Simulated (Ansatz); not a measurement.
Input file:

```yaml
crystal:
  periodic: [false, false, false]
  atoms:
    - {symbol: Al, position_ang: [0.000000, 0.000000, 0.000000]}
    - {symbol: Al, position_ang: [0.000000, 0.000000, 2.546200]}
basis:
  gaussian: {orbitals: aug-cc-pVDZ}
total_charge: -1
magnetization: {spin_polarized: false, initial_magnetization: 1}
hamiltonian: {pseudopotentials: {relativity: scalar}}
correlation: {method: ccsd_t, electrons: outside_noble_gas, diis_vectors: 4}
accuracy: high
```

```sh
$ ansatz run in.yaml --threads 1 --pin off --events-out ev --progress --plain --max-ram 2393MiB
```

Question: Roughly how long does this take on 1 thread of AMD EPYC 7R43, shared host, and how much host memory?

Answer: 35 s wall and 0.22 GiB.

```
951 factors; integrals over basis functions are off by at most 3.6e-9 eV
mean field evaluation 1: about -13183.5672 eV, gradient 9.0e0 eV
mean field evaluation 2: about -13183.6287 eV, gradient 8.9e0 eV
mean field evaluation 4: about -13185.0582 eV, gradient 1.7e0 eV
mean field evaluation 8: about -13185.1648 eV, gradient 1.3e-1 eV
mean field evaluation 16: about -13185.1654 eV, gradient 1.3e-8 eV
mean field evaluation 32: about -13185.5997 eV, gradient 1.7e-1 eV
mean field evaluation 64: about -13185.4705 eV, gradient 2.2e0 eV
mean field evaluation 96: about -13182.0970 eV, gradient 1.1e1 eV
mean field evaluation 128: about -13185.4929 eV, gradient 1.0e0 eV
mean field evaluation 160: about -13185.5093 eV, gradient 6.0e-1 eV
...
mean field -13185.60731274 eV, -484.5621312174 hartree, gradient 5.7e-9 eV, S^2 0.750000; 27 other end points of the search recorded, 0 dependent functions left out
...
determinant -13185.60731274 eV, -484.5621312174 hartree, with singles and doubles -13189.25579348 eV, -484.6962104116 hartree
determinant -13185.43246477 eV, -484.5557056731 hartree, with singles and doubles -13189.31184129 eV, -484.6982701307 hartree
determinant -13185.16539681 eV, -484.5458911066 hartree, with singles and doubles -13189.28022157 eV, -484.6971081274 hartree
determinant -13183.77290683 eV, -484.4947180438 hartree, with singles and doubles -13187.21922857 eV, -484.6213680316 hartree
determinant -13183.62561025 eV, -484.4893049942 hartree, with singles and doubles -13187.40538992 eV, -484.6282093352 hartree
determinant -13183.60830188 eV, -484.4886689236 hartree, with singles and doubles -13187.25370688 eV, -484.6226350864 hartree
determinant -13183.51015594 eV, -484.4850621268 hartree, with singles and doubles -13187.42154105 eV, -484.6288028781 hartree
determinant -13183.37837564 eV, -484.4802192901 hartree, with singles and doubles -13187.56467529 eV, -484.6340629644 hartree
determinant -13183.34244706 eV, -484.4788989389 hartree, with singles and doubles -13186.83127986 eV, -484.6071111798 hartree
determinant -13183.32496350 eV, -484.4782564302 hartree, with singles and doubles -13186.81907523 eV, -484.6066626678 hartree
determinant -13183.10473618 eV, -484.4701632254 hartree, with singles and doubles -13186.53904369 eV, -484.5963716985 hartree
determinant -13182.97501056 eV, -484.4653958967 hartree, with singles and doubles -13186.81736663 eV, -484.6065998780 hartree
determinant -13182.89418408 eV, -484.4624255783 hartree, with singles and doubles -13186.79071530 eV, -484.6056204596 hartree
determinant -13182.87495107 eV, -484.4617187784 hartree, with singles and doubles -13186.70753695 eV, -484.6025637116 hartree
determinant -13185.60731274 eV, -484.5621312174 hartree, with singles and doubles -13189.25812493 eV, -484.6962960909 hartree
determinant -13185.43246477 eV, -484.5557056731 hartree, with singles and doubles -13189.31243338 eV, -484.6982918897 hartree
determinant -13185.16539681 eV, -484.5458911066 hartree, with singles and doubles -13189.28260577 eV, -484.6971957453 hartree
unrestricted determinant -13186.47467220 eV, -484.5940060900 hartree, S^2 1.9422
10 core orbitals not correlated: weight in the atoms' cores, before any rotation towards them, 1.000 or more for the frozen orbitals, at most 0.000 for the correlated occupied ones
reference -13185.16539681 eV, -484.5458911066 hartree; 4, 3 occupied and 40, 41 virtual orbitals, 951 factors
second order -3.44935354 eV of doubles, -0.03276544 eV of singles
...
cycle  12  -4.11720968 eV  change    7.0e-9 eV  update   2.7e-8
cycle  13  -4.11720966 eV  change    1.8e-8 eV  update   1.6e-8
cycle  14  -4.11720966 eV  change    4.2e-9 eV  update   7.9e-9
cycle  15  -4.11720965 eV  change    1.4e-9 eV  update   3.8e-9
cycle  16  -4.11720965 eV  change   6.6e-10 eV  update   1.7e-9
cycle  17  -4.11720965 eV  change  -4.6e-10 eV  update   1.1e-9
cycle  18  -4.11720965 eV  change   9.4e-11 eV  update   1.1e-9
cycle  19  -4.11720965 eV  change   2.9e-10 eV  update   1.1e-9
cycle  20  -4.11720965 eV  change  -5.1e-11 eV  update  9.6e-10
cycle  21  -4.11720965 eV  change   2.0e-10 eV  update  6.2e-10
perturbative correction -0.34955219 eV, -0.0128458061 hartree
Total energy: -13189.63215865 eV, -484.7100415767 hartree
Relativity: scalar
```
